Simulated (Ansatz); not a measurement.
One change: `CC(Cl)Cl` becomes `CC(F)Cl`.

Ansatz, PBE0-D4/def2-TZVP geometries, multiplicity 1. 

```json
{"property": "HOMO energy (PBE/def2-TZVPP) / eV", "`CC(Cl)Cl`": "-7.19"}
{"property": "LUMO energy (B3LYP/def2-TZVPP) / eV", "`CC(Cl)Cl`": "-0.17"}
{"property": "LUMO energy (ωB97M-V/def2-TZVPP) / eV", "`CC(Cl)Cl`": "2.24"}
{"property": "LUMO energy (PBE/def2-TZVPP) / eV", "`CC(Cl)Cl`": "-1.01"}
{"property": "ideal-gas entropy at 298 K and 1 bar (rigid rotor, harmonic PBE0-D4/def2-TZVP) / J/(mol·K)", "`CC(Cl)Cl`": "303"}
{"property": "size of the dipole moment (B3LYP/def2-TZVPP) / D", "`CC(Cl)Cl`": "2.02"}
```

(1) What does the change do to each property? (Best estimate.)

## Answers

(1) Computed: 
```tsv
property	`CC(F)Cl`	shift
HOMO energy (PBE/def2-TZVPP) / eV	-7.24	-0.05
LUMO energy (B3LYP/def2-TZVPP) / eV	0.44	0.61
LUMO energy (ωB97M-V/def2-TZVPP) / eV	2.67	0.43
LUMO energy (PBE/def2-TZVPP) / eV	-0.36	0.65
ideal-gas entropy at 298 K and 1 bar (rigid rotor, harmonic PBE0-D4/def2-TZVP) / J/(mol·K)	292	-11
size of the dipole moment (B3LYP/def2-TZVPP) / D	2.17	0.15
```

With PBE0 the HOMO falls by 0.10 eV and the LUMO rises by 0.65 eV, so the gap widens by about 0.75 eV. PBE moves the HOMO by -0.05 eV and ωB97M-V by -0.16 eV. Dipoles are sizes alone; their direction can turn.

B3LYP here is the variant with VWN-RPA as its local correlation; programs differ in this.
